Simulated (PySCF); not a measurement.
## Identify the compound

An unknown has the formula C5H10. Its calculated NMR data are:

¹H NMR (400 MHz, computed): δ 5.85 (m, 1H), 5.83 (m, 1H), 2.19 (m, 2H), 1.74 (d, 3H), 0.94 (t, 3H).

¹³C{¹H} NMR (computed): δ 144.5 (CH), 135.4 (CH), 24.9 (CH2), 17.1 (CH3), 15.1 (CH3).

- coordinates at the PBE0-D3(BJ)/def2-TZVP level
- NMR shieldings at PBE0/pcSseg-2/GIAO
- code: PySCF 2.14
- no solvent, one conformer, non-relativistic Hamiltonian, averaged over atoms made equivalent by symmetry, fast rotation or ring inversion

Referencing at the same level of theory: TMS for ¹H (31.52 ppm) and ¹³C (186.03 ppm).

**Question.** Which of these isomers gave the spectra?
A. C=C(C)CC
B. C/C=C\CC
C. C1CCCC1
D. CC=C(C)C

**Answer.** B. 

- Rings plus π bonds: 1 (no ring in the answer).
- 5 carbon signals for 5 carbons: no two carbons are equivalent.
- Carbon types of the structure: 2 × CH, 1 × CH2, 2 × CH3, which accounts for all hydrogens.
- δC 144.5, 135.4: alkene CH; the olefinic region.
- δC 24.9: allylic sp3 CH2; aliphatic region, no heteroatom directly attached.
- δC 15.1: allylic methyl carbon; saturated and bonded to C and H only.
- δH 5.85, 5.83: hydrogen on an alkene CH; a vinylic proton, deshielded by the sp2 carbon and the C=C anisotropy.
- δH 2.19: hydrogen on an allylic sp3 CH2; allylic position.

The others: CC=C(C)C would give 4 signals for carbon-bound and other non-exchanging H, not 5; C1CCCC1 would give 1 carbon signal, not 5; C=C(C)CC has carbons computed at 163.8, 119.7, 37.7, 23.7, 16.2, with a different DEPT pattern.

Shifts are as computed. Against solution values, carbons near 30 ppm lie about +3 ppm off and those near 130 ppm about +9 ppm. Of 1309 compounds with measured shifts, 239 miss one by over three times the rms of a fit or turn the order of signals round; such compounds aren't used in these exercises. Multiplicities follow the n + 1 count of equivalent neighbours, as no J values were calculated; m marks all less simple cases, F and P coupling included.
